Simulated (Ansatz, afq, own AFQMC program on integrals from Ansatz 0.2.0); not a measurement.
# CH₂B (doublet): AFQMC on the coupled-cluster ladder at distance B1–C2 = 2.540 Å, cc-pVDZ

Aim: compute CH₂B (doublet) with auxiliary-field quantum Monte Carlo on the same integrals as coupled cluster, and set the energies side by side.

Program: Ansatz 0.2.0, Gaussian basis, and an in-house AFQMC program (afq) on its integrals; all values are calculated. Level of theory: cc-pVDZ, frozen cores. These are calculated values, not measurements.

Plan: PBE (unrestricted); r2SCAN (unrestricted); PBE0 (unrestricted); B3LYP (unrestricted); wB97M-V (unrestricted); B2PLYP (unrestricted); CCSD(T) on UHF; CCSDT(Q) on UHF; Phaseless AFQMC, CISD trial on UHF.

## (1) What is computed

The geometry derives from a PBE0/def2-TZVP stationary point (not a proven minimum). One bond is set to the value named and the two fragments are kept rigid.

4 atoms, charge 0, spin multiplicity 2.

Atoms are counted from 1 here; the program's logs count them from 0.

Bond lengths: C2–H3 1.086 Å, C2–H4 1.086 Å. Angles: H3–C2–H4 116.9°.

## (2) PBE (unrestricted)

Input file in.yaml:

```yaml
crystal:
  periodic: [false, false, false]
  atoms:
    - {symbol: B, position_ang: [0.000000, 0.000000, 1.480548]}
    - {symbol: C, position_ang: [0.000000, 0.000000, -1.059452]}
    - {symbol: H, position_ang: [0.000000, -0.925158, -1.627802]}
    - {symbol: H, position_ang: [0.000000, 0.925158, -1.627802]}
basis:
  gaussian: {orbitals: cc-pVDZ}
magnetization: {spin_polarized: true, initial_magnetization: 1}
hamiltonian: {xc: {name: PBE}}
output: {orbitals: {seedname: orbitals}}
```

Launch:

```
> ansatz run in.yaml --threads 1 --pin off --events-out ev --progress --plain --max-ram 1382MiB
```

Standard output:

```text
Functional definition: PBE
  name "PBE"
  cite "Perdew, Burke & Ernzerhof, Phys. Rev. Lett. 77, 3865 (1996) doi:10.1103/PhysRevLett.77.3865"
  parent pbe
  parameter kappa = 0.804
  parameter beta = 0.06672455060314922
  exchange = pbe_x(kappa = kappa, mu = beta*pi^2/3)
  correlation = pbe_c(beta = beta)
450 factors; their error is unknown
mean field evaluation 1: about -1726.9541 eV, gradient 3.3e1 eV
mean field evaluation 2: about -1555.2417 eV, gradient 1.1e2 eV
mean field evaluation 4: about -1734.9346 eV, gradient 2.3e0 eV
mean field evaluation 8: about -1735.0085 eV, gradient 1.1e-1 eV
mean field evaluation 16: about -1734.9883 eV, gradient 7.0e-4 eV
mean field evaluation 32: about -1733.8805 eV, gradient 2.6e0 eV
mean field evaluation 64: about -1734.3230 eV, gradient 2.2e0 eV
mean field evaluation 96: about -1733.3257 eV, gradient 3.1e-1 eV
mean field -1734.98832403 eV, -63.7596448909 hartree, gradient 1.1e-5 eV, S^2 0.769550; 12 other end points of the search recorded, 0 dependent functions left out
reference -1734.98835256 eV, -63.7596459392 hartree; 7, 6 occupied and 31, 32 virtual orbitals, 450 factors
Total energy: -1734.98835256 eV, -63.7596459392 hartree
```

It took 2 s on 1 thread of AMD EPYC 9R14 (Zen 4), shared host.

From the report: ⟨S²⟩ of the determinant 0.770 (pure doublet: 0.75).

## (3) r2SCAN (unrestricted)

in.yaml: that of step 2 with these lines changed.

```diff
@@ -10,3 +10,2 @@
 magnetization: {spin_polarized: true, initial_magnetization: 1}
-hamiltonian: {xc: {name: PBE}}
-output: {orbitals: {seedname: orbitals}}
+hamiltonian: {xc: {name: r2SCAN}}
```

Same command.

Standard output, shortened:

```text
Functional definition: r2SCAN
  name "r2SCAN"
  cite "Furness, Kaplan, Ning, Perdew & Sun, J. Phys. Chem. Lett. 11, 8208 (2020) doi:10.1021/acs.jpclett.0c02405"
  cite "Furness, Kaplan, Ning, Perdew & Sun, J. Phys. Chem. Lett. 11, 9248 (2020) doi:10.1021/acs.jpclett.0c03077"
  parent r2scan
[...]
450 factors; their error is unknown
[...]
mean field -1736.46358611 eV, -63.8138597723 hartree, gradient 7.2e-6 eV, S^2 0.822069; 11 other end points of the search recorded, 0 dependent functions left out
reference -1736.46359515 eV, -63.8138601043 hartree; 7, 6 occupied and 31, 32 virtual orbitals, 450 factors
Total energy: -1736.46359515 eV, -63.8138601043 hartree
```

Wall time 5 s (1 thread of AMD EPYC 9R14 (Zen 4), shared host).

From the report: ⟨S²⟩ of the determinant 0.822 (pure doublet: 0.75).

## (4) PBE0 (unrestricted)

in.yaml: that of step 3 with these lines changed.

```diff
@@ -10,2 +10,3 @@
 magnetization: {spin_polarized: true, initial_magnetization: 1}
-hamiltonian: {xc: {name: r2SCAN}}
+hamiltonian: {xc: {name: PBE0}}
+output: {orbitals: {seedname: orbitals}}
```

Same command.

Standard output, shortened:

```text
Functional definition: PBE0
  name "PBE0"
  cite "Adamo & Barone, J. Chem. Phys. 110, 6158 (1999) doi:10.1063/1.478522"
  cite "Perdew, Burke & Ernzerhof, Phys. Rev. Lett. 77, 3865 (1996) doi:10.1103/PhysRevLett.77.3865"
  parent pbe
[...]
352 factors; integrals over basis functions are off by at most 1.3e-3 eV
[...]
mean field -1735.13802821 eV, -63.7651464179 hartree, gradient 4.2e-6 eV, S^2 0.846842; 4 other end points of the search recorded, 0 dependent functions left out
reference -1735.13804947 eV, -63.7651471992 hartree; 7, 6 occupied and 31, 32 virtual orbitals, 352 factors
Total energy: -1735.13804947 eV, -63.7651471992 hartree
```

It took 0.63 s on 1 thread of AMD EPYC 9R14 (Zen 4), shared host.

From the report: ⟨S²⟩ of the determinant 0.847 (pure doublet: 0.75).

## (5) B3LYP (unrestricted)

in.yaml: that of step 4 with these lines changed.

```diff
@@ -10,3 +10,2 @@
 magnetization: {spin_polarized: true, initial_magnetization: 1}
-hamiltonian: {xc: {name: PBE0}}
-output: {orbitals: {seedname: orbitals}}
+hamiltonian: {xc: {name: B3LYP}}
```

Same command.

Standard output, shortened:

```text
Functional definition: B3LYP
  name "B3LYP"
  cite "Stephens, Devlin, Chabalowski & Frisch, J. Phys. Chem. 98, 11623 (1994) doi:10.1021/j100096a001"
  cite "Becke, Phys. Rev. A 38, 3098 (1988) doi:10.1103/PhysRevA.38.3098"
  cite "Lee, Yang & Parr, Phys. Rev. B 37, 785 (1988) doi:10.1103/PhysRevB.37.785"
  cite "Vosko, Wilk & Nusair, Can. J. Phys. 58, 1200 (1980) doi:10.1139/p80-159"
[...]
352 factors; integrals over basis functions are off by at most 1.3e-3 eV
[...]
mean field -1737.83489413 eV, -63.8642544125 hartree, gradient 2.2e-5 eV, S^2 0.811168; 4 other end points of the search recorded, 0 dependent functions left out
reference -1737.83508685 eV, -63.8642614948 hartree; 7, 6 occupied and 31, 32 virtual orbitals, 352 factors
Total energy: -1737.83508685 eV, -63.8642614948 hartree
```

Run time: 0.66 s. Hardware: 1 thread of AMD EPYC 9R14 (Zen 4), shared host.

From the report: ⟨S²⟩ of the determinant 0.811 (pure doublet: 0.75).

## (6) wB97M-V (unrestricted)

in.yaml: that of step 5 with these lines changed.

```diff
@@ -10,2 +10,3 @@
 magnetization: {spin_polarized: true, initial_magnetization: 1}
-hamiltonian: {xc: {name: B3LYP}}
+hamiltonian: {xc: {name: wB97M-V}}
+output: {orbitals: {seedname: orbitals}}
```

The command is unchanged.

Standard output, shortened:

```text
Functional definition: wB97M-V
  name "wB97M-V"
  cite "Mardirossian & Head-Gordon, J. Chem. Phys. 144, 214110 (2016) doi:10.1063/1.4952647"
  cite "Becke, J. Chem. Phys. 107, 8554 (1997) doi:10.1063/1.475007"
  cite "Vydrov & Van Voorhis, J. Chem. Phys. 133, 244103 (2010) doi:10.1063/1.3521275"
  # Of w^i u^j: cxij and so on, Table III.
[...]
  gx(w, u) = 1 - cx + cx01*u + cx10*w
  gss(w, u) = css00 + css04*u^4 + css10*w + css20*w^2 + css43*w^4*u^3
  gos(w, u) = cos00 + cos10*w + (cos20 + cos21*u)*w^2 + (cos60 + cos61*u)*w^6
[...]
      + integral(e_c_pw_mod_opposite_spin*gos(b97_w_opposite, b97_u_opposite)) + vv10(b, c)
352 factors; integrals over basis functions are off by at most 1.3e-3 eV
125 factors; integrals over basis functions are off by at most 1.1e-5 eV
[...]
mean field -1736.55547742 eV, -63.8172367156 hartree, gradient 3.2e-5 eV, S^2 0.816893; 3 other end points of the search recorded, 0 dependent functions left out
reference -1736.55551014 eV, -63.8172379180 hartree; 7, 6 occupied and 31, 32 virtual orbitals, 352 factors
Total energy: -1736.55551014 eV, -63.8172379180 hartree
```

It took 1.7 s on 1 thread of AMD EPYC 9R14 (Zen 4), shared host.

From the report: ⟨S²⟩ of the determinant 0.817 (pure doublet: 0.75).

## (7) B2PLYP (unrestricted)

in.yaml: that of step 6 with these lines changed.

```diff
@@ -10,3 +10,3 @@
 magnetization: {spin_polarized: true, initial_magnetization: 1}
-hamiltonian: {xc: {name: wB97M-V}}
-output: {orbitals: {seedname: orbitals}}
+hamiltonian: {xc: {name: B2PLYP}}
+correlation: {electrons: outside_noble_gas}
```

Launched as before.

Standard output, shortened:

```text
Functional definition: B2PLYP
  name "B2PLYP"
  cite "Grimme, J. Chem. Phys. 124, 034108 (2006) doi:10.1063/1.2148954"
  cite "Becke, Phys. Rev. A 38, 3098 (1988) doi:10.1103/PhysRevA.38.3098"
  cite "Lee, Yang & Parr, Phys. Rev. B 37, 785 (1988) doi:10.1103/PhysRevB.37.785"
[...]
352 factors; integrals over basis functions are off by at most 1.3e-3 eV
[...]
mean field -1733.94021024 eV, -63.7211274193 hartree, gradient 2.4e-6 eV, S^2 1.084235; 7 other end points of the search recorded, 0 dependent functions left out
2 core orbitals not correlated: weight in the atoms' cores, before any rotation towards them, 1.000 or more for the frozen orbitals, at most 0.000 for the correlated occupied ones
reference -1733.94033374 eV, -63.7211319579 hartree; 5, 4 occupied and 31, 32 virtual orbitals, 352 factors
second order -5.56948317 eV of doubles, -0.00000000 eV of singles
Total energy: -1735.44409419 eV, -63.7763941354 hartree
```

Wall time 1.5 s (1 thread of AMD EPYC 9R14 (Zen 4), shared host).

From the report: ⟨S²⟩ of the determinant 1.084 (pure doublet: 0.75).

## (8) CCSD(T) on UHF

in.yaml: that of step 7 with these lines changed.

```diff
@@ -10,3 +10,2 @@
 magnetization: {spin_polarized: true, initial_magnetization: 1}
-hamiltonian: {xc: {name: B2PLYP}}
-correlation: {electrons: outside_noble_gas}
+correlation: {method: ccsd_t, electrons: outside_noble_gas, hamiltonian_folder: ham}
```

Same command.

Standard output, shortened:

```text
Functional definition: HF
  name "HF"
  cite "Fock, Z. Phys. 61, 126 (1930) doi:10.1007/BF01340294"
  parent pbe
[...]
352 factors; integrals over basis functions are off by at most 1.3e-3 eV
[...]
mean field -1726.97665595 eV, -63.4652215192 hartree, gradient 1.9e-8 eV, S^2 1.392907; 38 other end points of the search recorded, 0 dependent functions left out
determinant -1726.97665595 eV, -63.4652215192 hartree, with singles and doubles -1732.42450890 eV, -63.6654264224 hartree
determinant -1726.97664911 eV, -63.4652212680 hartree, with singles and doubles -1732.42595274 eV, -63.6654794829 hartree
determinant -1726.64473473 eV, -63.4530236395 hartree, with singles and doubles -1731.41116483 eV, -63.6281867148 hartree
determinant -1726.61631539 eV, -63.4519792480 hartree, with singles and doubles -1731.35350897 eV, -63.6260679012 hartree
[...]
determinant -1726.20923536 eV, -63.4370193329 hartree, with singles and doubles -1732.43211713 eV, -63.6657060200 hartree
determinant -1726.18072084 eV, -63.4359714434 hartree, with singles and doubles -1732.24974219 eV, -63.6590038646 hartree
determinant -1726.18846335 eV, -63.4362559755 hartree, with singles and doubles -1732.43416667 eV, -63.6657813391 hartree
determinant -1726.18846335 eV, -63.4362559755 hartree, with singles and doubles -1732.43897084 eV, -63.6659578891 hartree
2 core orbitals not correlated: weight in the atoms' cores, before any rotation towards them, 1.000 or more for the frozen orbitals, at most 0.000 for the correlated occupied ones
reference -1726.97664911 eV, -63.4652212680 hartree; 5, 4 occupied and 31, 32 virtual orbitals, 352 factors
second order -3.94505171 eV of doubles, -0.00000000 eV of singles
cycle   1  -5.47640982 eV  change    8.7e-7 eV  update   1.9e-6
perturbative correction -0.20414419 eV, -0.0075021607 hartree
Total energy: -1732.65720312 eV, -63.6739777774 hartree
```

Run time: 7 s. Hardware: 1 thread of AMD EPYC 9R14 (Zen 4), shared host.

From the report: ⟨S²⟩ of the determinant 1.390 (pure doublet: 0.75); correlation -5.6806 eV; T1 0.075; largest double amplitude 0.16. The determinant is far from a pure spin state, so its energy mixes those of several spin states (harmless only where they are near-degenerate, as at dissociation).

This run also writes the integrals to the folder ham.

## (9) CCSDT(Q) on UHF

in.yaml: that of step 8 with these lines changed.

```diff
@@ -10,2 +10,2 @@
 magnetization: {spin_polarized: true, initial_magnetization: 1}
-correlation: {method: ccsd_t, electrons: outside_noble_gas, hamiltonian_folder: ham}
+correlation: {method: ccsdt_q, electrons: outside_noble_gas}
```

Same command.

Standard output, shortened:

```text
Functional definition: HF
  name "HF"
  cite "Fock, Z. Phys. 61, 126 (1930) doi:10.1007/BF01340294"
  parent pbe
[...]
687 factors; integrals over basis functions are off by at most 1.7e-7 eV
[...]
mean field -1726.97666538 eV, -63.4652218660 hartree, gradient 1.9e-8 eV, S^2 1.392909; 36 other end points of the search recorded, 0 dependent functions left out
determinant -1726.97666538 eV, -63.4652218660 hartree, with singles and doubles -1732.42450513 eV, -63.6654262839 hartree
determinant -1726.97665854 eV, -63.4652216145 hartree, with singles and doubles -1732.42595183 eV, -63.6654794493 hartree
determinant -1726.64474747 eV, -63.4530241078 hartree, with singles and doubles -1731.41116841 eV, -63.6281868463 hartree
determinant -1726.61632697 eV, -63.4519796737 hartree, with singles and doubles -1731.35351135 eV, -63.6260679885 hartree
[...]
determinant -1726.20924510 eV, -63.4370196907 hartree, with singles and doubles -1732.43211475 eV, -63.6657059325 hartree
determinant -1726.18073665 eV, -63.4359720244 hartree, with singles and doubles -1732.24974593 eV, -63.6590040018 hartree
determinant -1726.18847180 eV, -63.4362562860 hartree, with singles and doubles -1732.43416709 eV, -63.6657813546 hartree
determinant -1726.18847180 eV, -63.4362562860 hartree, with singles and doubles -1732.43896998 eV, -63.6659578574 hartree
2 core orbitals not correlated: weight in the atoms' cores, before any rotation towards them, 1.000 or more for the frozen orbitals, at most 0.000 for the correlated occupied ones
reference -1726.97665854 eV, -63.4652216145 hartree; 5, 4 occupied and 31, 32 virtual orbitals, 687 factors
second order -3.94505794 eV of doubles, -0.00000000 eV of singles
cycle   1  -4.70811541 eV  change   -7.6e-1 eV  update   9.3e-2
[...]
cycle  31  -5.78620912 eV  change   -2.6e-7 eV  update   2.7e-7
perturbative correction -0.02488471 eV, -0.0009144961 hartree
Total energy: -1732.78775237 eV, -63.6787753739 hartree
```

Run time: 17 s. Hardware: 1 thread of AMD EPYC 9R14 (Zen 4), shared host.

From the report: ⟨S²⟩ of the determinant 1.390 (pure doublet: 0.75); correlation -5.8111 eV; T1 0.096; largest double amplitude 0.21. The determinant is far from a pure spin state, so its energy mixes those of several spin states (harmless only where they are near-degenerate, as at dissociation).

## (10) Phaseless AFQMC, CISD trial on UHF

It reads the integrals that the CCSD(T) run on this determinant wrote.

Launch:

```
> afq ham --method phaseless --trial cisd --walkers 60 --populations 1 --least-time 40 --time-step 0.005 --steps-per-block 50 --equilibration-blocks 40 --max-blocks 300 --target-error 0.00072 --factor-cut 1e-05 --start spin_pure --seed 4479 --release-times 0.24,0.51,0.99,1.62,2.4 --release-step 0.03 --release-every 4 --taylor-order 6
```

Standard output:

```text
orbitals 36  electrons 5 4  factors 260 of 352
reference energy -63.46522127 Eh
CCSD correlation -0.20125381 Eh in 20 cycles, weight of the determinant in the CISD state 0.7522
energy of the start -63.636487 Eh
 block  time / (1/Eh)  mean weight  energy / Eh
     1     0.250  1.0009  -63.649557
     2     0.500  1.0000  -63.658783
     3     0.750  1.0014  -63.663102
     4     1.000  0.9997  -63.670317
     5     1.250  0.9996  -63.668188
     6     1.500  1.0003  -63.670038
     7     1.750  0.9997  -63.668108
     8     2.000  0.9976  -63.666485
     9     2.250  0.9984  -63.667142
    10     2.500  1.0008  -63.670040
    11     2.750  1.0001  -63.672358
    16     4.000  0.9996  -63.686505
    21     5.250  1.0001  -63.682045
    26     6.500  0.9993  -63.673374
    31     7.750  0.9995  -63.667880
    36     9.000  1.0016  -63.672407
    41    10.250  1.0017  -63.683485
    46    11.500  1.0010  -63.678219
    51    12.750  1.0011  -63.670407
    56    14.000  1.0030  -63.684289
    61    15.250  0.9995  -63.673041
    66    16.500  0.9978  -63.670893
    71    17.750  0.9991  -63.674822
    76    19.000  1.0011  -63.669197
    81    20.250  0.9997  -63.681582
    86    21.500  1.0000  -63.674557
    91    22.750  1.0004  -63.674786
    96    24.000  1.0005  -63.669863
   101    25.250  1.0002  -63.669519
   106    26.500  1.0023  -63.671449
   111    27.750  1.0012  -63.671669
   116    29.000  0.9979  -63.682478
   121    30.250  1.0009  -63.685034
   126    31.500  1.0031  -63.676018
   131    32.750  0.9978  -63.671525
   136    34.000  1.0021  -63.688385
   141    35.250  0.9989  -63.677038
   146    36.500  1.0005  -63.678626
   151    37.750  1.0011  -63.678686
   156    39.000  0.9987  -63.675621
   161    40.250  1.0013  -63.677508
   166    41.500  1.0018  -63.672246
   171    42.750  0.9975  -63.683324
   176    44.000  1.0005  -63.678682
   181    45.250  0.9965  -63.679660
   186    46.500  1.0004  -63.676682
   191    47.750  1.0010  -63.676917
   196    49.000  0.9977  -63.665633
blocks merged  error / Eh  count
     1  0.000427  160
     2  0.000515  80
     4  0.000641  40
     8  0.000702  20
    16  0.000813  10
released: time / (1/Eh)  energy / Eh  error  mean overlap
  0.24  -63.676856  0.000953  0.9995
  0.51  -63.676753  0.001006  1.0005
  0.99  -63.679474  0.001028  0.9817
  1.62  -63.679746  0.001271  0.9771
  2.40  -63.678025  0.001185  0.9682
energy -63.675757 +/- 0.000702 Eh
```

It took 2.6 min on 1 thread of AMD EPYC 9R14 (Zen 4), shared host.

Energy -1732.7056 ± 0.0191 eV. Caveats: constraint bias not in the error.

## (11) AFQMC on the ladder

On the UHF determinant, counted from CCSDT(Q) (a yardstick, not exact):

| level | energy (eV) | from CCSDT(Q) (meV) | statistical error (meV) | time |
| --- | --- | --- | --- | --- |
| HF | -1726.9766 | +5811.1 |  |  |
| MP2 | -1730.9217 | +1866.1 |  |  |
| CCSD | -1732.4531 | +334.7 |  |  |
| CCSD(T) | -1732.6572 | +130.5 |  |  |
| CCSDT(Q) | -1732.7878 | 0.0 |  |  |
| Phaseless AFQMC, CISD trial, step 0.005, 60 walkers | -1732.7056 | +82.1 | 19.1 | 2.6 min |

The functionals' totals stand on their own zeros and serve differences with other points: PBE -1734.988 eV; r2SCAN -1736.464 eV; PBE0 -1735.138 eV; B3LYP -1737.835 eV; wB97M-V -1736.556 eV; B2PLYP -1735.444 eV.

## (12) Results

```
                                        quantity             value
                    CCSD(T) on UHF from CCSDT(Q)        +130.5 meV
Phaseless AFQMC, CISD trial on UHF from CCSDT(Q)  +82.1 ± 19.1 meV
```

**Reading.** On UHF the phaseless walk with the CISD trial lies +82.1 meV from CCSDT(Q), 4 times its error bar. Error bars are statistical and leave out the constraint, the time step and what remains of the start.
